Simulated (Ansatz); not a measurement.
Relaxation of C$_{2}$H$_{3}$FN (7 atoms, charge 0, multiplicity 2), to a largest force component of 0.015 eV/Å in at most 40 steps.

Theory: UKS PBE-D4/def2-SVP in Ansatz 0.2.0.

```xyz
7
Properties=species:S:1:pos:R:3:forces:R:3
N -0.455 0.859 -0.223 0.31 0.00 -0.18
C 0.537 0.035 0.320 -1.12 0.14 -0.85
C 1.488 0.411 1.150 1.11 0.70 1.31
F 1.576 1.561 1.825 0.03 -0.30 -0.18
H -1.106 0.377 -0.827 -0.33 -0.17 -0.14
H -0.918 1.465 0.440 -0.24 0.42 0.29
H 0.554 -0.971 -0.069 0.26 -0.80 -0.25
```

Where does it end, and by what steps?

The forces met the threshold. After 10 steps the energy has fallen by 0.140 eV; H5 moved furthest, 0.46 Å.

```json
{"step": "0", "energy less start (eV)": "0.0000", "largest force component (eV/Å)": "1.311", "accepted": "yes"}
{"step": "1", "energy less start (eV)": "-0.0566", "largest force component (eV/Å)": "0.352", "accepted": "yes"}
{"step": "2", "energy less start (eV)": "-0.0743", "largest force component (eV/Å)": "0.356", "accepted": "yes"}
{"step": "3", "energy less start (eV)": "-0.0931", "largest force component (eV/Å)": "0.419", "accepted": "yes"}
{"step": "4", "energy less start (eV)": "-0.1026", "largest force component (eV/Å)": "1.007", "accepted": "yes"}
{"step": "5", "energy less start (eV)": "-0.1267", "largest force component (eV/Å)": "0.524", "accepted": "yes"}
{"step": "6", "energy less start (eV)": "-0.1360", "largest force component (eV/Å)": "0.215", "accepted": "yes"}
{"step": "7", "energy less start (eV)": "-0.1383", "largest force component (eV/Å)": "0.153", "accepted": "yes"}
{"step": "8", "energy less start (eV)": "-0.1394", "largest force component (eV/Å)": "0.088", "accepted": "yes"}
{"step": "9", "energy less start (eV)": "-0.1396", "largest force component (eV/Å)": "0.022", "accepted": "yes"}
{"step": "10", "energy less start (eV)": "-0.1397", "largest force component (eV/Å)": "0.013", "accepted": "yes"}
```

```xyz
7
Properties=species:S:1:pos:R:3
N -0.463 0.805 -0.294
C 0.583 0.027 0.225
C 1.372 0.356 1.269
F 1.410 1.542 1.875
H -1.338 0.292 -0.441
H -0.639 1.662 0.238
H 0.752 -0.948 -0.256
```

Whether the end is a true minimum wasn't checked by a vibrational analysis.

Time of the run: 32 s on 1 thread of Arm Neoverse V2, with other jobs on the host, peak memory 0.15 GiB.
